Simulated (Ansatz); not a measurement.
**CHClF2 (difluorochloromethane), step by step**

Aim: energy and forces (singlet CHClF2, RPBE-D4/cc-pVDZ), then energy and gradient (singlet CHClF2, RPBE-D4/cc-pVDZ), then energy and gradient (singlet CHClF2, RPBE-D4/cc-pVTZ), then energy and forces (singlet CHClF2, RPBE-D4/cc-pVTZ), then energy and gradient (singlet CHClF2, RPBE-D4/cc-pVQZ), then energy and forces (singlet CHClF2, RPBE-D4/cc-pVQZ), then energy and gradient (singlet CHClF2, RPBE-D4/cc-pV5Z) of CHClF2. 

Program for the calculation: Ansatz 0.2.0.

## 1. The structure to begin with

The species is CHClF2 (5 atoms), meant as a singlet with charge 0. As SMILES, `FC(F)Cl`. The shape is that of a PBE0-D4/def2-TZVP optimisation.

Bond lengths: F1–C2 1.334 Å, C2–F3 1.334 Å, C2–Cl4 1.763 Å, C2–H5 1.090 Å. Angles: F1–C2–F3 108.3°, F1–C2–Cl4 109.7°, F3–C2–Cl4 109.7°, F1–C2–H5 110.0°, F3–C2–H5 110.0°, Cl4–C2–H5 109.0°.

## 2. Energy and forces at RPBE-D4/cc-pVDZ (run 1)

molecule.yaml reads:

```yaml
crystal:
  periodic: [false, false, false]
  atoms:
    - {symbol: F, position_ang: [0.038900, -0.568100, 1.222300]}
    - {symbol: C, position_ang: [0.109400, 0.023600, 0.028300]}
    - {symbol: F, position_ang: [0.844200, -0.745900, -0.776900]}
    - {symbol: Cl, position_ang: [-1.511000, 0.208900, -0.640800]}
    - {symbol: H, position_ang: [0.568600, 1.007800, 0.125800]}
basis:
  gaussian:
    orbitals: cc-pVDZ
hamiltonian:
  xc: {name: RPBE}
  dispersion: d4
output: {forces: true, orbitals: {seedname: orbitals}}
```

Started as:

```bash
$ ansatz run molecule.yaml --threads 1 --pin off --max-ram 2610MiB --events-out events.jsonl --progress --plain --runs-dir runs
```

Standard output:

```text
Warning: RAYON_NUM_THREADS=1 ignored (pool sized by the plan → 1); use --threads N
Functional definition: RPBE
  name "RPBE"
  parameter kappa = 0.804
  parameter beta = 0.06672455060314922
  exchange = rpbe_x(kappa = kappa, mu = beta*pi^2/3)
  correlation = pbe_c(beta = beta)
774 factors; their error is unknown
mean field evaluation 1: about -19006.9992 eV, gradient 2.5e1 eV
mean field evaluation 2: about -19006.1474 eV, gradient 3.6e1 eV
mean field evaluation 4: about -19007.9811 eV, gradient 1.1e0 eV
mean field evaluation 8: about -19007.9365 eV, gradient 2.2e-2 eV
mean field -19007.93650886 eV, -698.5287826587 hartree, gradient 2.0e-5 eV, S^2 0.000000; 0 other end points of the search recorded, 0 dependent functions left out
the calculation of the forces begins
reference -19007.93652720 eV, -698.5287833324 hartree; 21, 21 occupied and 44, 44 virtual orbitals, 774 factors
Total energy: -19008.25637701 eV, -698.5405375960 hartree
Atom 0 at     0.038900    -0.568100     1.222300 Å, force    -0.098145    -0.489536     1.146578 eV/Å
Atom 1 at     0.109400     0.023600     0.028300 Å, force     0.130787     0.353878     0.024900 eV/Å
Atom 2 at     0.844200    -0.745900    -0.776900 Å, force     0.690168    -0.665121    -0.808612 eV/Å
Atom 3 at    -1.511000     0.208900    -0.640800 Å, force    -0.951834     0.162282    -0.398117 eV/Å
Atom 4 at     0.568600     1.007800     0.125800 Å, force     0.229024     0.638498     0.035251 eV/Å
Dipole moment:     0.146723     0.218881     0.039513 e Å
```

Run time: 1.6 s. Hardware: 1 thread of Arm Neoverse V2, shared host; peak memory 0.092 GiB.

## 3. The distorted shape: energy and gradient at RPBE-D4/cc-pVDZ (run 2)

run.yaml reads:

```yaml
crystal:
  periodic: [false, false, false]
  atoms:
    - symbol: F
      position_ang: [0.362934, -0.605155, 1.356101]
    - symbol: C
      position_ang: [0.433434, -0.013455, 0.162101]
    - symbol: F
      position_ang: [1.168234, -0.782955, -0.643099]
    - symbol: Cl
      position_ang: [-1.511000, 0.208900, -0.640800]
    - symbol: H
      position_ang: [0.892634, 0.970745, 0.259601]
basis:
  gaussian: {orbitals: cc-pVDZ}
hamiltonian: {xc: {name: RPBE}, dispersion: d4}
output: {forces: true}
```

Started as:

```bash
$ ansatz run run.yaml --threads 1 --pin off --max-ram 2610MiB --events-out events.jsonl --progress --plain --runs-dir runs
```

Standard output (excerpt; [...] marks lines left out):

```text
Warning: RAYON_NUM_THREADS=1 ignored (pool sized by the plan → 1); use --threads N
Functional definition: RPBE
  name "RPBE"
[...]
774 factors; their error is unknown
[...]
mean field -19007.51246195 eV, -698.5131992221 hartree, gradient 4.1e-5 eV, S^2 0.000000; 0 other end points of the search recorded, 0 dependent functions left out
[...]
reference -19007.51248133 eV, -698.5131999341 hartree; 21, 21 occupied and 44, 44 virtual orbitals, 774 factors
Total energy: -19007.80593516 eV, -698.5239841635 hartree
Atom 0 at     0.362934    -0.605155     1.356101 Å, force    -0.609942    -0.046341     0.145171 eV/Å
Atom 1 at     0.433434    -0.013455     0.162101 Å, force    -1.024768    -0.434903    -0.370393 eV/Å
Atom 2 at     1.168234    -0.782955    -0.643099 Å, force    -0.341988    -0.106995    -0.518178 eV/Å
Atom 3 at    -1.511000     0.208900    -0.640800 Å, force     2.315385    -0.254114     0.954940 eV/Å
Atom 4 at     0.892634     0.970745     0.259601 Å, force    -0.338687     0.842354    -0.211540 eV/Å
Dipole moment:     0.414184     0.169363     0.151644 e Å
```

Run time: 1.7 s. Hardware: 1 thread of Arm Neoverse V2, shared host; peak memory 0.092 GiB.

## 4. Energy and forces at RPBE-D4/cc-pVTZ (run 3)

molecule.yaml, as its differences from that of step 2:

```diff
@@ -10,3 +10,3 @@
   gaussian:
-    orbitals: cc-pVDZ
+    orbitals: cc-pVTZ
 hamiltonian:
@@ -14,2 +14,4 @@
   dispersion: d4
-output: {forces: true, orbitals: {seedname: orbitals}}
+output:
+  forces: true
+  orbitals: {seedname: orbitals}
```

Started as:

```bash
$ ansatz run molecule.yaml --threads 1 --pin off --max-ram 2610MiB --events-out events.jsonl --progress --plain --runs-dir runs
```

Standard output (excerpt; [...] marks lines left out):

```text
Warning: RAYON_NUM_THREADS=1 ignored (pool sized by the plan → 1); use --threads N
Functional definition: RPBE
  name "RPBE"
[...]
789 factors; their error is unknown
[...]
mean field -19010.68872806 eV, -698.6299248485 hartree, gradient 3.2e-5 eV, S^2 0.000000; 0 other end points of the search recorded, 0 dependent functions left out
[...]
reference -19010.68875222 eV, -698.6299257365 hartree; 21, 21 occupied and 117, 117 virtual orbitals, 789 factors
Total energy: -19011.00860203 eV, -698.6416800002 hartree
Atom 0 at     0.038900    -0.568100     1.222300 Å, force    -0.073137    -0.429852     1.026420 eV/Å
Atom 1 at     0.109400     0.023600     0.028300 Å, force     0.142932     0.586614     0.008857 eV/Å
Atom 2 at     0.844200    -0.745900    -0.776900 Å, force     0.629049    -0.586311    -0.715091 eV/Å
Atom 3 at    -1.511000     0.208900    -0.640800 Å, force    -0.794106     0.139884    -0.332578 eV/Å
Atom 4 at     0.568600     1.007800     0.125800 Å, force     0.095262     0.289665     0.012393 eV/Å
Dipole moment:     0.128459     0.231067     0.031079 e Å
```

It took 3.3 s on 1 thread of Arm Neoverse V2, shared host; peak memory 0.13 GiB.

## 5. The distorted shape: energy and forces at RPBE-D4/cc-pVTZ (run 4)

job.yaml reads:

```yaml
crystal:
  periodic: [false, false, false]
  atoms:
    - symbol: F
      position_ang: [0.362934, -0.605155, 1.356101]
    - symbol: C
      position_ang: [0.433434, -0.013455, 0.162101]
    - symbol: F
      position_ang: [1.168234, -0.782955, -0.643099]
    - symbol: Cl
      position_ang: [-1.511000, 0.208900, -0.640800]
    - symbol: H
      position_ang: [0.892634, 0.970745, 0.259601]
basis:
  gaussian:
    orbitals: cc-pVTZ
magnetization:
  spin_polarized: false
hamiltonian:
  xc: {name: RPBE}
  dispersion: d4
output:
  forces: true
```

Started as:

```bash
$ ansatz run job.yaml --threads 1 --pin off --max-ram 2610MiB --events-out events.jsonl --progress --plain --runs-dir runs
```

Standard output (excerpt; [...] marks lines left out):

```text
Warning: RAYON_NUM_THREADS=1 ignored (pool sized by the plan → 1); use --threads N
Functional definition: RPBE
  name "RPBE"
[...]
789 factors; their error is unknown
[...]
mean field -19010.22232394 eV, -698.6127848133 hartree, gradient 6.6e-5 eV, S^2 0.000000; 0 other end points of the search recorded, 0 dependent functions left out
[...]
reference -19010.22234826 eV, -698.6127857071 hartree; 21, 21 occupied and 117, 117 virtual orbitals, 789 factors
Total energy: -19010.51580210 eV, -698.6235699366 hartree
Atom 0 at     0.362934    -0.605155     1.356101 Å, force    -0.586558     0.026389    -0.014009 eV/Å
Atom 1 at     0.433434    -0.013455     0.162101 Å, force    -0.901843    -0.219410    -0.340273 eV/Å
Atom 2 at     1.168234    -0.782955    -0.643099 Å, force    -0.430365    -0.009475    -0.400089 eV/Å
Atom 3 at    -1.511000     0.208900    -0.640800 Å, force     2.415777    -0.267124     0.996540 eV/Å
Atom 4 at     0.892634     0.970745     0.259601 Å, force    -0.497012     0.469620    -0.242169 eV/Å
Dipole moment:     0.389165     0.180070     0.140619 e Å
```

It took 2.5 s on 1 thread of Arm Neoverse V2, shared host; peak memory 0.13 GiB.

## 6. Energy and gradient at RPBE-D4/cc-pVQZ (run 5)

in.yaml reads:

```yaml
crystal:
  periodic: [false, false, false]
  atoms:
    - {symbol: F, position_ang: [0.038900, -0.568100, 1.222300]}
    - {symbol: C, position_ang: [0.109400, 0.023600, 0.028300]}
    - {symbol: F, position_ang: [0.844200, -0.745900, -0.776900]}
    - {symbol: Cl, position_ang: [-1.511000, 0.208900, -0.640800]}
    - {symbol: H, position_ang: [0.568600, 1.007800, 0.125800]}
basis:
  gaussian:
    orbitals: cc-pVQZ
hamiltonian:
  xc: {name: RPBE}
  dispersion: d4
output: {forces: true, orbitals: {seedname: orbitals}}
```

Started as:

```bash
$ ansatz run in.yaml --threads 1 --pin off --max-ram 2610MiB --events-out events.jsonl --progress --plain --runs-dir runs
```

Standard output (excerpt; [...] marks lines left out):

```text
Warning: RAYON_NUM_THREADS=1 ignored (pool sized by the plan → 1); use --threads N
Functional definition: RPBE
  name "RPBE"
[...]
888 factors; their error is unknown
[...]
mean field -19011.42887826 eV, -698.6571248669 hartree, gradient 2.9e-5 eV, S^2 0.000000; 0 other end points of the search recorded, 0 dependent functions left out
[...]
reference -19011.42890613 eV, -698.6571258910 hartree; 21, 21 occupied and 233, 233 virtual orbitals, 888 factors
Total energy: -19011.74875594 eV, -698.6688801547 hartree
Atom 0 at     0.038900    -0.568100     1.222300 Å, force    -0.067071    -0.436712     1.036409 eV/Å
Atom 1 at     0.109400     0.023600     0.028300 Å, force     0.046958     0.626914    -0.033471 eV/Å
Atom 2 at     0.844200    -0.745900    -0.776900 Å, force     0.639847    -0.594180    -0.716900 eV/Å
Atom 3 at    -1.511000     0.208900    -0.640800 Å, force    -0.718841     0.128884    -0.301282 eV/Å
Atom 4 at     0.568600     1.007800     0.125800 Å, force     0.099107     0.275093     0.015243 eV/Å
Dipole moment:     0.119362     0.241467     0.026492 e Å
```

Wall time 5.1 s (1 thread of Arm Neoverse V2, shared host); peak memory 0.28 GiB.

## 7. The distorted shape: energy and gradient at RPBE-D4/cc-pVQZ (run 6)

job.yaml reads:

```yaml
crystal:
  periodic: [false, false, false]
  atoms:
    - {symbol: F, position_ang: [0.362934, -0.605155, 1.356101]}
    - {symbol: C, position_ang: [0.433434, -0.013455, 0.162101]}
    - {symbol: F, position_ang: [1.168234, -0.782955, -0.643099]}
    - {symbol: Cl, position_ang: [-1.511000, 0.208900, -0.640800]}
    - {symbol: H, position_ang: [0.892634, 0.970745, 0.259601]}
basis:
  gaussian:
    orbitals: cc-pVQZ
hamiltonian:
  xc: {name: RPBE}
  dispersion: d4
output: {forces: true}
```

Started as:

```bash
$ ansatz run job.yaml --threads 1 --pin off --max-ram 2610MiB --events-out events.jsonl --progress --plain --runs-dir runs
```

Standard output (excerpt; [...] marks lines left out):

```text
Warning: RAYON_NUM_THREADS=1 ignored (pool sized by the plan → 1); use --threads N
Functional definition: RPBE
  name "RPBE"
[...]
888 factors; their error is unknown
[...]
mean field -19010.94405014 eV, -698.6393077620 hartree, gradient 2.4e-5 eV, S^2 0.000000; 0 other end points of the search recorded, 0 dependent functions left out
[...]
reference -19010.94407903 eV, -698.6393088236 hartree; 21, 21 occupied and 233, 233 virtual orbitals, 888 factors
Total energy: -19011.23753286 eV, -698.6500930531 hartree
Atom 0 at     0.362934    -0.605155     1.356101 Å, force    -0.579350     0.022207    -0.012415 eV/Å
Atom 1 at     0.433434    -0.013455     0.162101 Å, force    -0.940063    -0.195942    -0.357832 eV/Å
Atom 2 at     1.168234    -0.782955    -0.643099 Å, force    -0.424358    -0.013357    -0.395570 eV/Å
Atom 3 at    -1.511000     0.208900    -0.640800 Å, force     2.437957    -0.270643     1.005788 eV/Å
Atom 4 at     0.892634     0.970745     0.259601 Å, force    -0.494186     0.457735    -0.239971 eV/Å
Dipole moment:     0.377672     0.188469     0.135244 e Å
```

Run time: 5.7 s. Hardware: 1 thread of Arm Neoverse V2, shared host; peak memory 0.27 GiB.

## 8. Energy and forces at RPBE-D4/cc-pV5Z (run 7)

job.yaml reads:

```yaml
crystal:
  periodic: [false, false, false]
  atoms:
    - symbol: F
      position_ang: [0.038900, -0.568100, 1.222300]
    - symbol: C
      position_ang: [0.109400, 0.023600, 0.028300]
    - symbol: F
      position_ang: [0.844200, -0.745900, -0.776900]
    - symbol: Cl
      position_ang: [-1.511000, 0.208900, -0.640800]
    - symbol: H
      position_ang: [0.568600, 1.007800, 0.125800]
basis:
  gaussian: {orbitals: cc-pV5Z}
hamiltonian: {xc: {name: RPBE}, dispersion: d4}
output: {forces: true, orbitals: {seedname: orbitals}}
```

Started as:

```bash
$ ansatz run job.yaml --threads 1 --pin off --max-ram 2610MiB --events-out events.jsonl --progress --plain --runs-dir runs
```

Standard output (excerpt; [...] marks lines left out):

```text
Warning: RAYON_NUM_THREADS=1 ignored (pool sized by the plan → 1); use --threads N
Functional definition: RPBE
  name "RPBE"
[...]
1077 factors; their error is unknown
[...]
mean field -19011.71848428 eV, -698.6677676917 hartree, gradient 2.1e-5 eV, S^2 0.000000; 0 other end points of the search recorded, 0 dependent functions left out
[...]
reference -19011.71851604 eV, -698.6677688587 hartree; 21, 21 occupied and 402, 402 virtual orbitals, 1077 factors
Total energy: -19012.03836584 eV, -698.6795231223 hartree
Atom 0 at     0.038900    -0.568100     1.222300 Å, force    -0.064203    -0.454671     1.061319 eV/Å
Atom 1 at     0.109400     0.023600     0.028300 Å, force    -0.036633     0.675130    -0.071457 eV/Å
Atom 2 at     0.844200    -0.745900    -0.776900 Å, force     0.657960    -0.615499    -0.729842 eV/Å
Atom 3 at    -1.511000     0.208900    -0.640800 Å, force    -0.664542     0.118733    -0.278507 eV/Å
Atom 4 at     0.568600     1.007800     0.125800 Å, force     0.107417     0.276307     0.018487 eV/Å
Dipole moment:     0.113277     0.248340     0.023427 e Å
```

Run time: 12 s. Hardware: 1 thread of Arm Neoverse V2, shared host; peak memory 0.7 GiB.

## 9. Results

| quantity | value |
| --- | --- |
| run 1, RPBE-D4/cc-pVDZ: total energy | -698.54054 Eh |
| run 1, RPBE-D4/cc-pVDZ: dipole moment | 1.28 D |
| run 1, RPBE-D4/cc-pVDZ: HOMO energy | -7.79 eV |
| run 1, RPBE-D4/cc-pVDZ: LUMO energy | -0.13 eV |
| run 1, RPBE-D4/cc-pVDZ: HOMO–LUMO gap | 7.66 eV |
| run 1, RPBE-D4/cc-pVDZ: dispersion energy | -30.86 kJ/mol |
| run 1, RPBE-D4/cc-pVDZ: largest force on an atom | 1.254 eV/Å |
| distorted shape, run 2: total energy | -698.52398 Eh |
| distorted shape, run 2: dipole moment | 2.27 D |
| distorted shape, run 2: dispersion energy | -28.31 kJ/mol |
| distorted shape, run 2: largest force on an atom | 2.517 eV/Å |
| run 3, RPBE-D4/cc-pVTZ: total energy | -698.64168 Eh |
| run 3, RPBE-D4/cc-pVTZ: dipole moment | 1.28 D |
| run 3, RPBE-D4/cc-pVTZ: HOMO energy | -7.99 eV |
| run 3, RPBE-D4/cc-pVTZ: LUMO energy | -0.51 eV |
| run 3, RPBE-D4/cc-pVTZ: HOMO–LUMO gap | 7.48 eV |
| run 3, RPBE-D4/cc-pVTZ: dispersion energy | -30.86 kJ/mol |
| run 3, RPBE-D4/cc-pVTZ: largest force on an atom | 1.118 eV/Å |
| distorted shape, run 4: total energy | -698.62357 Eh |
| distorted shape, run 4: dipole moment | 2.17 D |
| distorted shape, run 4: dispersion energy | -28.31 kJ/mol |
| distorted shape, run 4: largest force on an atom | 2.627 eV/Å |
| run 5, RPBE-D4/cc-pVQZ: total energy | -698.66888 Eh |
| run 5, RPBE-D4/cc-pVQZ: dipole moment | 1.30 D |
| run 5, RPBE-D4/cc-pVQZ: HOMO energy | -8.08 eV |
| run 5, RPBE-D4/cc-pVQZ: LUMO energy | -0.73 eV |
| energy change with the C2–Cl4 bond stretched from 1.763 to 2.115 Å, RPBE-D4/cc-pVDZ | 0.450 eV |
| energy change with the C2–Cl4 bond stretched from 1.763 to 2.115 Å, RPBE-D4/cc-pVTZ | 0.493 eV |
| energy change with the C2–Cl4 bond stretched from 1.763 to 2.115 Å, RPBE-D4/cc-pVQZ | 0.511 eV |

At RPBE-D4/cc-pVDZ: with the C2–Cl4 bond stretched from 1.763 to 2.115 Å the energy rises by 0.45 eV (10.4 kcal/mol). The first shape isn't relaxed at this level, so the change isn't measured from a minimum. The largest force (run 7, RPBE-D4/cc-pV5Z) is 1.16 eV/Å: the shape isn't a stationary point for this species at this level. The largest force (run 5, RPBE-D4/cc-pVQZ) is 1.13 eV/Å: the shape isn't a stationary point for this species at this level. The largest force (run 3, RPBE-D4/cc-pVTZ) is 1.12 eV/Å: the shape isn't a stationary point for this species at this level. The largest force (run 1, RPBE-D4/cc-pVDZ) is 1.25 eV/Å: the shape isn't a stationary point for this species at this level. At RPBE-D4/cc-pVTZ: with the C2–Cl4 bond stretched from 1.763 to 2.115 Å the energy rises by 0.49 eV (11.4 kcal/mol).
